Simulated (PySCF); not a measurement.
**Energy of N (nitrogen, neutral) between two integer charges**

The 2p alpha orbital of [He] 2s2 2p3 is emptied in steps (occupation f), with all orbitals relaxed, ending at [He] 2s2 2p2. Computed with PySCF 2.14 in aug-cc-pVTZ-DK, with the spin-free X2C one-electron Hamiltonian (Gaussian nucleus). The exact energy is a straight line in f; departures are measured from the line between the end points of the same method.

Task: Among UHF, LDA, PBE, PBE0, r2SCAN, LC-wPBE, BHandHLYP, wB97X, r2SCAN0, M06-2X, which shows the largest delocalisation error (convex curve), and which is closest to linear?

Result: Most convex: LDA (-1.640 eV at f = 0.4); closest to linear: UHF (0.350 eV).

| f | UHF (eV) | LDA (eV) | PBE (eV) | PBE0 (eV) | r2SCAN (eV) | LC-wPBE (eV) | BHandHLYP (eV) | wB97X (eV) | r2SCAN0 (eV) | M06-2X (eV) |
| --- | --- | --- | --- | --- | --- | --- | --- | --- | --- | --- |
| 1 | 0.000 | 0.000 | 0.000 | 0.000 | 0.000 | 0.000 | 0.000 | 0.000 | 0.000 | 0.000 |
| 0.8 | 0.251 | -1.070 | -1.039 | -0.723 | -0.947 | -0.265 | -0.406 | -0.305 | -0.655 | -0.458 |
| 0.6 | 0.362 | -1.624 | -1.572 | -1.091 | -1.417 | -0.401 | -0.613 | -0.459 | -0.979 | -0.705 |
| 0.4 | 0.350 | -1.640 | -1.581 | -1.094 | -1.411 | -0.402 | -0.617 | -0.456 | -0.973 | -0.707 |
| 0.2 | 0.225 | -1.102 | -1.057 | -0.729 | -0.937 | -0.266 | -0.413 | -0.297 | -0.646 | -0.459 |
| 0 | 0.000 | 0.000 | 0.000 | 0.000 | 0.000 | 0.000 | 0.000 | 0.000 | 0.000 | 0.000 |

| method | E(f=0) − E(f=1) (eV) | −ε at f=1 (eV) | −ε at f=0.4 (eV) |
| --- | --- | --- | --- |
| UHF | 13.890 | 15.523 | 13.537 |
| LDA | 15.003 | 8.401 | 16.296 |
| PBE | 14.728 | 8.298 | 16.011 |
| PBE0 | 14.699 | 10.210 | 15.602 |
| r2SCAN | 14.805 | 8.893 | 16.016 |
| LC-wPBE | 14.874 | 13.242 | 15.213 |
| BHandHLYP | 14.436 | 11.923 | 14.936 |
| wB97X | 14.560 | 12.677 | 14.972 |
| r2SCAN0 | 14.753 | 10.658 | 15.591 |
| M06-2X | 14.564 | 11.795 | 15.198 |

Reference removal energy between the ground levels: 14.534 eV (measured; NIST Atomic Spectra Database, ionization energies). The calculation has no spin-orbit coupling. UHF lacks correlation.
